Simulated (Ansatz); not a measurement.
Input and output for `C#CC(=N)S`.

```yaml
crystal:
  periodic: [false, false, false]
  atoms:
    - {symbol: C, position_ang: [1.166949, -0.419150, 1.358202]}
    - {symbol: C, position_ang: [0.460742, -0.108299, 0.437213]}
    - {symbol: C, position_ang: [-0.367568, 0.271664, -0.665591]}
    - {symbol: N, position_ang: [-0.035870, 1.059165, -1.602730]}
    - {symbol: S, position_ang: [-1.987027, -0.426486, -0.707289]}
    - {symbol: H, position_ang: [1.798382, -0.690412, 2.171851]}
    - {symbol: H, position_ang: [0.915588, 1.395177, -1.469407]}
    - {symbol: H, position_ang: [-1.859096, -1.138859, 0.421950]}
basis:
  gaussian: {orbitals: aug-pcseg-2}
total_charge: -1
magnetization: {spin_polarized: true, initial_magnetization: 1}
hamiltonian: {xc: {name: PBE-QIDH}}
scf: {lower_state_search: off}
output: {forces: true}
```

```sh
$ ansatz run in.yaml --threads 2 --pin off --events-out ev --progress --plain --max-ram 4352MiB
```

Output, abridged:

```
Functional definition: PBE-QIDH
1880 factors; integrals over basis functions are off by at most 9.6e-4 eV
mean field evaluation 1: about -15458.5416 eV, gradient 2.9e1 eV
mean field evaluation 2: about -15458.7732 eV, gradient 2.9e1 eV
mean field evaluation 4: about -15462.9298 eV, gradient 3.3e0 eV
mean field evaluation 8: about -15463.0334 eV, gradient 3.8e-1 eV
mean field evaluation 16: about -15463.0381 eV, gradient 1.2e-2 eV
mean field evaluation 32: about -15463.0381 eV, gradient 9.7e-6 eV
mean field -15463.03810615 eV, -568.2561691773 hartree, gradient 9.7e-6 eV, S^2 0.774291; 0 other end points of the search recorded, 0 dependent functions left out
9 core orbitals not correlated: weight in the atoms' cores, before any rotation towards them, 1.000 or more for the frozen orbitals, at most 0.000 for the correlated occupied ones
reference -15463.03812758 eV, -568.2561699649 hartree; 14, 13 occupied and 280, 281 virtual orbitals, 1880 factors
second order -26.26211254 eV of doubles, -0.00000000 eV of singles
Total energy: -15471.79216509 eV, -568.5778749098 hartree
Atom 0 at     1.166949    -0.419150     1.358202 Å, force     1.697790    -0.710281     2.159798 eV/Å
Atom 1 at     0.460742    -0.108299     0.437213 Å, force    -2.658467     0.834707    -2.974816 eV/Å
Atom 2 at    -0.367568     0.271664    -0.665591 Å, force     1.054674    -2.199561     3.921685 eV/Å
Atom 3 at    -0.035870     1.059165    -1.602730 Å, force     0.836072     2.288892    -2.808112 eV/Å
Atom 4 at    -1.987027    -0.426486    -0.707289 Å, force    -0.311189    -0.235255     0.140311 eV/Å
Atom 5 at     1.798382    -0.690412     2.171851 Å, force    -0.174304     0.083110    -0.236670 eV/Å
Atom 6 at     0.915588     1.395177    -1.469407 Å, force    -0.383559    -0.172210     0.000212 eV/Å
Atom 7 at    -1.859096    -1.138859     0.421950 Å, force    -0.061016     0.110599    -0.202408 eV/Å
Dipole moment:    -0.244640    -0.299079     0.277791 e Å
Checks for a lower state left out: starts, cluster_reference, orbital_swaps, neighbouring_geometries, increment
```

Hardware: 2 threads of an Arm Neoverse V2 on a shared host. Wall time 86 s, peak host memory 1.7 GiB.
